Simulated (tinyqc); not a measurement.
Inside a calculation. Method: coupled-perturbed Hartree-Fock on RHF in the sto-6g basis, for OH-, spin multiplicity 1. The basis has no diffuse functions, so it cannot describe the extra electron: this is an exercise in the method, not the real anion. One step of it, computed by the program tinyqc.

Task: Orthogonalisation. S = U s U^T; symmetric (Loewdin) form X = U s^(-1/2) U^T, so that X^T S X = 1.

overlap S:
```
           1O 1s     1O 2s    1O 2px    1O 2py    1O 2pz     2H 1s
1O 1s   1.000000  0.231145  0.000000  0.000000  0.000000  0.032635
1O 2s   0.231145  1.000000  0.000000  0.000000  0.000000  0.339969
1O 2px  0.000000  0.000000  1.000000  0.000000  0.000000  0.000000
1O 2py  0.000000  0.000000  0.000000  1.000000  0.000000  0.000000
1O 2pz  0.000000  0.000000  0.000000  0.000000  1.000000  0.306863
2H 1s   0.032635  0.339969  0.000000  0.000000  0.306863  1.000000
```

Give: eigenvalues of S; X.

Result:

eigenvalues of S: 0.5185  0.8441  1.0000  1.0000  1.1328  1.5046

X:
```
          1O 1s    1O 2s  1O 2px  1O 2py   1O 2pz    2H 1s
1O 1s    1.0215  -0.1251  0.0000  0.0000  -0.0048   0.0168
1O 2s   -0.1251   1.0746  0.0000  0.0000   0.0475  -0.2006
1O 2px   0.0000   0.0000  1.0000  0.0000   0.0000   0.0000
1O 2py   0.0000   0.0000  0.0000  1.0000   0.0000   0.0000
1O 2pz  -0.0048   0.0475  0.0000  0.0000   1.0419  -0.1778
2H 1s    0.0168  -0.2006  0.0000  0.0000  -0.1778   1.0940
```
